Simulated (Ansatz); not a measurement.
System: cubic perovskite KTaO₃. Method: Hartree–Fock in Ansatz (plane waves, PAW).

Numerical settings: plane-wave cutoff 460 eV, 6×6×6 k mesh, Fermi–Dirac smearing 0.01 eV, scalar-relativistic PAW data made under PBE.

Cell (measured lattice):

```
KTaO3
1.0
    3.98850     0.00000     0.00000
    0.00000     3.98850     0.00000
    0.00000     0.00000     3.98850
K Ta O
1 1 3
Direct
  0.00000   0.00000   0.00000
  0.50000   0.50000   0.50000
  0.50000   0.00000   0.50000
  0.00000   0.50000   0.50000
  0.50000   0.50000   0.00000
```

**Question.** Estimate the band gap and smallest direct gap on the k points sampled that the calculation returns.

**Answer.** 
band gap: 11.95 eV (on the SCF k mesh)
smallest direct gap on the k points sampled: 12.64 eV

Measured, for comparison: band gap 3.64 eV (temperature not stated, no zero-point or thermal correction, indirect; as tabulated in Himmetoglu and Janotti (2016), arXiv:1601.06205).

Note: cell and atoms aren't relaxed at this level (pressure 0.6 GPa).

Spin–orbit coupling is not included.

It cost roughly 120 core-seconds of CPU time.

Ansatz is an electronic-structure program.
